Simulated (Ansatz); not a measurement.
A made-up structure of CH₄NSi (charge +1), closed shell:

N1  (0.155, 0.244, 0.228)
C2  (-0.827, 0.360, -0.597)
Si3  (1.890, -0.529, 0.136)
H4  (-0.821, -0.094, -1.555)
H5  (-1.706, 0.902, -0.356)
H6  (0.011, 0.744, 1.106)
H7  (1.272, -1.663, 0.939)
(Å)

It is relaxed with PBE-D4/def2-SVP and then PBE0-D4/def2-TZVP (Ansatz 0.2.0). Atoms count as bonded within 1.22 times the sum of their covalent radii (H–H: 0.88 Å). The end point is not checked to be a true minimum.

Q: Does its bonding change? (A judgement: the text doesn't fix the answer.)

A: By the calculation: No: no bond forms or breaks.

Where it ends: The first stage lowers the energy by 0.23 eV in 17 steps. It ends as CH₄NSi ([CH2][NH][SiH]), total charge +1:
N1  (-0.012, 0.046, 0.258)
C2  (-0.819, 0.462, -0.639)
Si3  (1.490, -1.053, -0.168)
H4  (-0.644, 0.184, -1.677)
H5  (-1.675, 1.086, -0.389)
H6  (-0.217, 0.333, 1.215)
H7  (1.851, -1.093, 1.300)
(Å)

Labels in which every atom is bracketed show which atoms are joined, not bond orders.

For scale, one of the runs: PBE0-D4/def2-TZVP relaxation, 123 basis functions, launched by `ansatz run in.yaml --threads 2 --pin off --events-out ev --progress --plain --max-ram 4352MiB`. The run took about 14 s on 2 CPU threads of an Arm Neoverse V1 (shared host).
